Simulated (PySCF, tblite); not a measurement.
Reproducing measurements on thiane

**Experimental background.**

NIST CCCBDB Release 22 (SRD 101), experimental dipoles lists, for the gas: dipole moment 1.781 D.

CRC Handbook of Chemistry and Physics lists, for the gas at 298.15 K: standard entropy 323 J/(mol K).

The runs below try to reproduce these values; the comparison stands at the end.

Compound: thiane, C5H10S.
Numbering: `[CH2:1]1[CH2:2][CH2:3][S:4][CH2:5][CH2:6]1` (hydrogens: H7, H8 on C1; H9, H10 on C2; H11, H12 on C3; H13, H14 on C5; H15, H16 on C6)

Cartesian coordinates in Å at the GFN2-xTB level; atoms count from 1:
```
atom  x, y, z in Å
C1    -0.0427   -1.1849    0.1793
C2    -1.3268   -0.4114   -0.1146
C3    -1.2553    1.0185    0.3947
S4     0.0417    1.9583   -0.4688
C5     1.4248    0.8570   -0.0367
C6     1.1660   -0.5615   -0.5164
H7     0.1304   -1.2053    1.2591
H8    -0.1593   -2.2162   -0.1598
H9    -2.1729   -0.9133    0.3621
H10   -1.5048   -0.3970   -1.1923
H11   -2.1846    1.5531    0.2042
H12   -1.0357    1.0502    1.4635
H13    1.5546    0.8932    1.0466
H14    2.3041    1.2833   -0.5173
H15    0.9985   -0.5476   -1.5958
H16    2.0543   -1.1674   -0.3192
```

Runs made with PySCF (gas phase, on this GFN2-xTB geometry; no spin–orbit coupling):

```tsv
level	job	basis functions
PBE0/pcSseg-1	shieldings, ring-centre shieldings, charges and field gradients	159
wB97X-D/def2-SVPD	8 singlets by full TDDFT, 3 Tamm–Dancoff triplets, polarisability	207
```

GFN2-xTB wavenumbers (cm⁻¹, harmonic, unscaled, at the method's own geometry): 180, 222, 327, 350, 382, 508, 685, 698, 810, 851, 880, 919, 956, 981, 1056, 1064, 1081, 1136, 1152, 1196, 1222, 1240, 1261, 1278, 1338, 1349, 1354, 1443, 1448, 1473, 1479, 1494, 2956, 2957, 2958, 2962, 2964, 2983, 2984, 2988, 3009, 3011. Point group Cs, symmetry number 1. Entropy at 298.15 K and 1 bar in J/(mol K): translation 166.5, rotation 113.0, vibration 43.9.

Results beside the measurements:

**Dipole moment.** Measured: 1.781 D (NIST CCCBDB Release 22 (SRD 101), experimental dipoles).

```
            level  computed (D)  computed − measured (D)  % (from the printed values)
    PBE0/pcSseg-1         1.890                   +0.109                           +6
wB97X-D/def2-SVPD         2.005                   +0.224                          +13
```

Closest is PBE0/pcSseg-1 (+0.109 D), furthest wB97X-D/def2-SVPD (+0.224 D); one molecule doesn't rank methods. The computed dipoles belong to one fixed geometry; measured ones are averaged over vibrations unless marked μe. Magnitudes are compared, not signs.

**Standard entropy at 298.15 K.** Measured: 323 J/(mol K) (298.15 K; CRC Handbook of Chemistry and Physics).

| level | computed (J/(mol K)) | computed − measured (J/(mol K)) | % (from the printed values) |
| --- | --- | --- | --- |
| GFN2-xTB, rigid rotor and harmonic oscillator | 323.4 | +0.4 | 0 |

Ideal gas at 1 bar, most abundant isotopes; table values of this kind come from calorimetry or from spectroscopic constants.

The geometry is computed, not the measured one. Where a level misses, the cause wasn't examined.
